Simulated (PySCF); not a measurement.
## Working out the ionisation energy of Si

Si [Ne] 3s2 3p2 (3P) → Si⁺ [Ne] 3s2 3p1 (2P). Computed with PySCF 2.14 in aug-cc-pwCVTZ, with the non-relativistic Hamiltonian (point nucleus). Frozen: [Ne]. Energies in hartree (1 hartree = 27.21139 eV):

```csv
part,Si (lower),Si⁺ (upper)
UHF,-288.856764,-288.576060
CCSD correlation,-0.075267,-0.059132
(T),-0.002636,-0.001126
```

Problem. What does Hartree-Fock give?

Solution. (-288.576060) − (-288.856764) = 0.280704 hartree = 7.638 eV.

Problem. What do CCSD and CCSD(T) give?

Solution. The CCSD correlation energies differ by 0.016135 hartree = 0.439 eV and the triples by 0.001510 hartree = 0.041 eV, so CCSD gives 8.077 eV and CCSD(T) 8.118 eV.

Measured between the centres of the two terms (NIST): 8.157 eV, so CCSD(T) (valence) is off by -0.039 eV.

What remains against the reference includes basis incompleteness, the frozen core and higher excitations.
